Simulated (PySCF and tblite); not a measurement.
# Conformers and averaged properties: (CH3)2CHCHF2, C₄H₈F₂, numbered as in [CH3:1][CH:2]([CH3:3])[CH:4]([F:5])[F:6]

Search: ETKDG and KDG, MMFF94s, GFN2-xTB, 90 starts; geometries at PBE0-D3(BJ)/def2-SVP. Free energies are CAM-B3LYP-D3(BJ)/def2-TZVP (IEF-PCM, chloroform) single points with GFN2-xTB rigid-rotor and vibrational terms (modes under about 100 cm⁻¹ blended into free rotors). Symmetry numbers and mirror images are counted. Conformers within 3 kcal/mol (GFN2-xTB free energy) were kept, 8 at most. GIAO shieldings: wB97X-D/pcSseg-1 (IEF-PCM, chloroform). Couplings: B3LYP/pcJ-1 (gas phase; spin-dipole term only for pairs with B, N, F, Si or P). Couplings are for ¹³C, ¹⁹F, ¹H. Shifts are against TMS (¹H), TMS (¹³C), CFCl3 (¹⁹F) at the same level. Run with PySCF (density fitting) and tblite.

Torsions listed: C1–C2–C4–F5. Of a mirror pair one member is shown.

| conformer | shape | symmetry | E(GFN2) kcal/mol | E(DFT) kcal/mol | G(298.15 K) kcal/mol | weight % | dipole D |
| --- | --- | --- | --- | --- | --- | --- | --- |
| 1 | 57° | C1 (pair) | 0.52 | 0.18 | 0.00 | 58.3 | 2.55 |
| 2 | 176° | Cs | 0.00 | 0.00 | 0.20 | 41.7 | 2.55 |

Weights (%) against temperature:

```
 T (K)     1     2  S(mix) cal/mol/K
   200  54.0  46.0              2.12
   250  56.6  43.4              2.14
298.15  58.3  41.7              2.15
   350  59.6  40.4              2.16
   400  60.4  39.6              2.17
```

Averaged shifts at 298.15 K. ¹H: 5.63 (H4, 1H), 1.64 (H2, 1H), 1.02 (H1/H3, 6H) ppm. ¹³C: 123.9 (C4), 35.3 (C2), 16.8 (C1/C3) ppm. ¹⁹F: -138.0 (F5/F6) ppm.

Averaged couplings (Hz): ¹J(C1,C2) 36.5, ³J(C1,F5) 4.4, ³J(C1,F6) 4.2, ¹J(C1,H1) 133.9, ²J(C1,H2) -3.6, ³J(C1,H3) 5.6, ³J(C1,H4) 2.2, ¹J(C2,C4) 45.6, ²J(C2,F5) 19.7, ²J(H1,C2) -3.4, ¹J(C2,H2) 131.4, ²J(C2,H4) 6.0, ¹J(C4,F5) -302.4, ³J(H1,C4) 5.8, ²J(H2,C4) -5.4, ¹J(C4,H4) 184.4, ⁴J(H1,F5) 0.8, ³J(H2,F5) 13.2, ⁴J(H3,F5) 1.0, ²J(H4,F5) 64.9, ²J(H1,H1) -14.1, ³J(H1,H2) 7.8, ³J(H2,H4) 4.9. Computed couplings to fluorine can be off by tens of per cent at such levels.

Coordinates of conformer 1 (Å):

```xyz
14

C    -0.711   -1.267   -0.057
C     0.071   -0.006   -0.404
C    -0.737    1.265   -0.177
C     1.370    0.055    0.373
F     2.117   -1.050    0.140
F     1.126    0.105    1.707
H    -1.629   -1.330   -0.659
H    -0.112   -2.169   -0.246
H    -0.998   -1.264    1.006
H     0.372   -0.053   -1.466
H    -1.021    1.358    0.882
H    -1.659    1.251   -0.776
H    -0.169    2.166   -0.456
H     1.980    0.940    0.110
```

Coordinates of conformer 2 (Å):

```xyz
14

C    -0.372    1.417   -0.091
C     0.007   -0.029   -0.383
C     1.419   -0.363    0.078
C    -0.993   -0.977    0.242
F    -0.699   -2.258   -0.084
F    -2.241   -0.721   -0.216
H    -1.391    1.640   -0.438
H    -0.325    1.629    0.990
H     0.321    2.107   -0.594
H    -0.070   -0.209   -1.470
H     2.152    0.288   -0.420
H     1.678   -1.407   -0.149
H     1.528   -0.213    1.165
H    -1.015   -0.904    1.347
```

Unscaled ¹⁹F shifts at such levels can be off by tens of ppm; differences between conformers or isomers are more reliable. Shifts are unscaled: against experiment ¹³C can be off by 15 ppm or more and ¹H by 0.8 ppm.

Search and properties took 2.6 min on 1 thread of Arm Neoverse V2 (shared host) (rough), launched as `OMP_NUM_THREADS=1 python ens_run.py task.json out`.
